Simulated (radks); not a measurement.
# F³⁺ in 1s1 2s2 2p2 3s1: an all-electron calculation

The task here is to estimate one member of a computed series from the others.

Method: scalar-relativistic Kohn-Sham, PBEsol, spin-unpolarised, spherical densities, point nucleus. Code: radks (a radial shooting solver on a logarithmic mesh, Libxc functionals) version 1.

### Starting point

- element: fluorine (Z = 9)
- charge: +3
- electrons: 6
- configuration: 1s1 2s2 2p2 3s1

Outer shells as boxes (Hund's rule):

F³⁺
```
1s [↑ ]
2s [↑↓]
2p [↑ ][↑ ][  ]
3s [↑ ]
```

The first run:

The run's settings:

```text
Z 9
configuration 1s1 2s2 2p2 3s1 3p0 4s0 3d0 4f0
relativity scalar-relativistic
functional pbe_sol,pbe_sol
spin unpolarised
nucleus point
c 137.035999084
```

One of the session's tables, all rows but one given; the rest of the session is left out.

It belongs to the step «Orbitals and density». Sizes of the orbitals, from the radial functions (bohr):

| level | <r> | outermost maximum (interpolated) | 90 % within | nodes |
| --- | --- | --- | --- | --- |
| 1s | 0.1704 | 0.112 | 0.304 | 0 |
| 2s | 0.8009 | 0.663 | 1.24 | 1 |
| 2p | ? | ? | ? | ? |
| 3s | 2.279 | 2.08 | 3.32 | 2 |
| 3p | 2.344 | 2.12 | 3.47 | 1 |
| 3d | 2.361 | 2.01 | 3.64 | 0 |

Q: Estimate the row for 2p from the others.

The run gave: <r>: 0.7183; outermost maximum (interpolated): 0.546; 90 % within: 1.18; nodes: 0. In the column «<r>» it lies between 1s (0.1704) and 2s (0.8009).
